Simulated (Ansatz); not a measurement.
Cost and result for the atomization energy of dimethyl ether, C$_{2}$H$_{6}$O (9 atoms, 8 bonds).

```xyz
9

C     1.0592   -0.4540    0.1441
O    -0.0452    0.0681    0.8261
C    -1.0645    0.4619   -0.0475
H     0.7880   -1.3431   -0.4436
H     1.8050   -0.7365    0.8876
H     1.5001    0.2871   -0.5384
H    -1.4358   -0.3846   -0.6432
H    -1.8836    0.8559    0.5547
H    -0.7231    1.2452   -0.7398
```

Total charge 0; spin multiplicity 1. All single points use the PBE0-D4/def2-TZVP geometry. Program: Ansatz. All runs use 4 threads of an Arm Neoverse V1 on a shared host. Times are those of one run each, without the atoms' runs, and a repeat can differ threefold. Electronic energies, without spin–orbit coupling; frozen cores. CCSD(T)/CBS adds CCSD(T) − MP2 in def2-TZVPP to the MP2 limit, and its time is that of the two runs behind it. T1 = 0.010. B3LYP takes the VWN-RPA correlation (the form of Gaussian; ORCA's B3LYP/G). HSE06 is the plane-wave form, built on full-range PBE exchange.

The measured enthalpy of formation (G2 set as listed by Staroverov and co-workers 2003, -44.0 kcal/mol at 298 K), with computed zero-point and thermal terms and the atoms' enthalpies of Curtiss and co-workers (1997), gives an electronic atomization energy of 3337.3 kJ/mol. Core correlation, relativity and spin–orbit coupling, which the correlated runs lack, are worth up to about 1 kcal/mol a heavy atom.

| level | functions | wall time |
| --- | --- | --- |
| LDA (SPW92)/def2-TZVPP | 177 | 0.55 s |
| CCSD(T)/def2-SVP | 72 | 0.8 s |
| revPBE-D4/def2-TZVPP | 177 | 0.9 s |
| PBE0-D4/def2-TZVPP | 177 | 1.1 s |
| PBE-D4/def2-TZVPP (with forces) | 177 | 1.1 s |
| BHLYP-D4/def2-TZVPP | 177 | 1.1 s |
| HSE06-D4/def2-TZVPP | 177 | 1.2 s |
| B3LYP-D4/def2-TZVPP (with forces) | 177 | 1.3 s |
| B2PLYP/def2-TZVPP | 177 | 1.8 s |
| B97M-V/def2-TZVPP | 177 | 3.7 s |
| MP2/def2-QZVPP | 351 | 7 s |
| CCSD(T)/def2-TZVPP | 177 | 17 s |
| CCSD(T)/CBS(def2) | – | 24 s |

Problem. What atomization energy does each give, and how far from the measured value? (An estimate is asked.)

Solution. Computed: 
| level | atomization (kJ/mol) | error | per bond |
| --- | --- | --- | --- |
| LDA (SPW92)/def2-TZVPP | 3813.9 | 476.6 | 59.6 |
| CCSD(T)/def2-SVP | 3190.7 | -146.6 | -18.3 |
| revPBE-D4/def2-TZVPP | 3320.4 | -16.9 | -2.1 |
| PBE0-D4/def2-TZVPP | 3341.3 | 4.0 | 0.5 |
| PBE-D4/def2-TZVPP (with forces) | 3398.7 | 61.4 | 7.7 |
| BHLYP-D4/def2-TZVPP | 3247.9 | -89.4 | -11.2 |
| HSE06-D4/def2-TZVPP | 3344.0 | 6.7 | 0.8 |
| B3LYP-D4/def2-TZVPP (with forces) | 3344.2 | 6.9 | 0.9 |
| B2PLYP/def2-TZVPP | 3311.0 | -26.3 | -3.3 |
| B97M-V/def2-TZVPP | 3337.2 | -0.1 | 0.0 |
| MP2/def2-QZVPP | 3340.9 | 3.6 | 0.4 |
| CCSD(T)/def2-TZVPP | 3265.4 | -71.9 | -9.0 |
| CCSD(T)/CBS(def2) | 3341.1 | 3.8 | 0.5 |

From r2SCAN to r2SCAN0 (25 % exact exchange), in def2-TZVPP and without D4, the atomization energy moves by −45.4 kJ/mol: exact exchange takes away binding that semilocal exchange gives to molecules. The D4 term adds +15.4 kJ/mol with B3LYP and +7.9 kJ/mol with PBE0; it sums over pairs of atoms, weighted by their polarisabilities, and B3LYP, whose exchange is more repulsive, gets the larger term. In def2-TZVPP, CCSD(T) changes the Hartree–Fock value by +815.6 kJ/mol (the triples alone add +39.9 kJ/mol) and MP2 by +846.4 kJ/mol; breaking electron pairs costs correlation energy, which Hartree–Fock lacks.
